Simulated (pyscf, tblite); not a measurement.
F–Zr(F)(F)–F + H• → HF + [F–Zr(F)–F]•: energy along the mass-weighted descent from the GFN2-xTB with spin polarisation saddle (tblite), relative to the relaxed reactant side, a complex of the molecules.

```
s (amu^1/2 bohr) | E (kcal/mol)
    -9.36 |  0.0
    -8.16 |  0.6
    -6.96 | # 1.9
    -5.76 | ## 4.0
    -4.56 | #### 8.0
    -3.36 | ####### 16.4
    -2.28 | ############ 26.6
    -1.08 | ################### 43.1
    0.120 | ############################## 67.0
    0.724 | ######################### 55.3
    0.958 | ######################### 55.0
     1.16 | ######################## 54.7
     1.37 | ######################## 54.5
     1.53 | ######################## 54.3
     1.67 | ######################## 54.2
     1.79 | ######################## 54.1
     1.91 | ######################## 54.0
     2.03 | ######################## 53.9
     2.13 | ######################## 53.9
     2.21 | ######################## 53.8
     2.29 | ######################## 53.8
```

Question: The GFN2-xTB with spin polarisation barrier from the reactant side is 2.96 eV. What does ωB97X-D3(BJ) (PySCF) give from its own reactant-side minimum, in def2-SVP and in def2-TZVP?

Answer: 1.66 eV in the double-zeta basis after reoptimising the saddle, and 1.61 eV in the triple-zeta single point, so the tight-binding barrier lies 1.35 eV over the latter. The imaginary mode goes from 2613i to 2445i cm⁻¹.
